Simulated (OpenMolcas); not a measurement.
## A ladder of methods for AlH3 (SMILES [AlH3])

AlH3: 4 atoms, total charge 0, spin state singlet. As SMILES, `[AlH3]`. The shape is that of a PBE0-D4/def2-TZVP optimisation.

```xyz
4

Al    0.0137   -0.0148   -0.0051
H     0.6332    0.6709    1.2836
H    -1.3408   -0.8320    0.1051
H     0.7494    0.1157   -1.4039
```

Quantity: the energy change with the Al1–H3 bond stretched from 1.586 to 2.775 Å, in eV. The values are calculated.

```
                       level                   kind     program  value (eV)  less FCI/pcseg-0
     HF/pcseg-0 (restricted)           Hartree–Fock  OpenMolcas        2.81             +0.70
  SVWN5/pcseg-0 (restricted)                    LDA  OpenMolcas        2.34             +0.23
    PBE/pcseg-0 (restricted)                    GGA  OpenMolcas        2.32             +0.21
 r2SCAN/pcseg-0 (restricted)               meta-GGA  OpenMolcas        2.47             +0.36
  B3LYP/pcseg-0 (restricted)          global hybrid  OpenMolcas        2.51             +0.40
         CASSCF(2,2)/pcseg-0         multireference  OpenMolcas        2.08             -0.03
CCSD(T)/pcseg-0 (restricted)  coupled cluster or CI  OpenMolcas        2.12             +0.01
                   FCI/3-21G     exact in the basis  OpenMolcas        2.20             +0.09
                 FCI/pcseg-0     exact in the basis  OpenMolcas        2.11              0.00
```

FCI/pcseg-0 is exact within its basis and frozen core, so for wave-function methods in that basis the difference is their error; functionals converge differently with the basis, so for them it is only a difference. Spin-restricted single references rise too steeply as a bond breaks, Hartree–Fock most of all. The first shape isn't each level's own minimum. The values span 2.08 to 2.81 eV. All rows use very small basis sets, so even the best lies far from the true value.
